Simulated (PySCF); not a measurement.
Species: C4H6NS (charge +1).
SMILES with atom numbers: `[CH3:1][n+:2]1[cH:3][cH:4][s:5][cH:6]1` (hydrogens: H7, H8, H9 on C1; H10 on C3; H11 on C4; H12 on C6)

Jobs on this species (12 atoms, 52 electrons) with PySCF (density fitting). Hardware of each: one thread, Intel Xeon at 2.50 GHz (x86_64), shared host. Times come from a shared host and carry two figures at best. Peak memory is the resident size of the whole Python process, interpreter and libraries included.

```csv
level and settings,work,basis functions,SCF cycles,wall time,peak memory
PBE0/def2-SVPD,"6 singlets by full TDDFT, 2 Tamm–Dancoff triplets, polarisability",175,?,?,?
PBE0/pcSseg-1,"shieldings, ring-centre shieldings, charges and field gradients",139,?,?,?
PBE0/pcSseg-1,"shieldings, ring-centre shieldings",139,14,32 s,0.70 GiB
"WP04/STO-3G, IEF-PCM benzene, fitting basis def2-universal-jkfit","shieldings, ring-centre shieldings, charges and field gradients",40,9,12 s,0.46 GiB
```

**Question.** Fill in the missing figures.

**Answer.** 
- PBE0/def2-SVPD; 6 singlets by full TDDFT, 2 Tamm–Dancoff triplets, polarisability: 48 s, 0.71 GiB, 14 SCF cycles
- PBE0/pcSseg-1; shieldings, ring-centre shieldings, charges and field gradients: 37 s, 0.80 GiB, 14 SCF cycles

**Question.** What do all jobs in the table cost together?

**Answer.** About 2.1 min; the longest takes about 37 % of that, and about 4 times as long as the shortest.
